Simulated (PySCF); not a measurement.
**Working with the constants of NaH**

PBE0 constants of NaH, ¹Σ⁺ (singlet), closed shell (Na def2-TZVP, H def2-TZVP; no relativity (PySCF 2.14); masses 22.9898 and 1.0078 u):

| Item | Value |
| --- | --- |
| ωe | 1171.5 cm⁻¹ |
| ωexe | 18.3 cm⁻¹ |
| Be | 4.885 cm⁻¹ |
| αe | 0.130 cm⁻¹ |
| De to Na + H | 1.77 eV |

Problem. What force constant and bond length do these constants imply?

Solution. Reduced mass μred = 0.96550 u; k = 5.8918×10⁻⁷·μred·ωe² (u, cm⁻¹, mdyn/Å) = 0.781 mdyn/Å; Re = √(16.8576/(μred·Be)) (u, cm⁻¹, Å) = 1.891 Å.

Problem. Estimate the centrifugal constant D from the Kratzer relation and find the Dunham coefficient a1.

Solution. D = 4Be³/ωe² = 0.000340 cm⁻¹; a1 = −1 − αeωe/(6Be²) = -2.06.

Measured values (Huber and Herzberg, Constants of Diatomic Molecules (1979)): ωe = 1172.2 cm⁻¹, ωexe = 19.72 cm⁻¹, Be = 4.9012 cm⁻¹, αe = 0.1353 cm⁻¹.
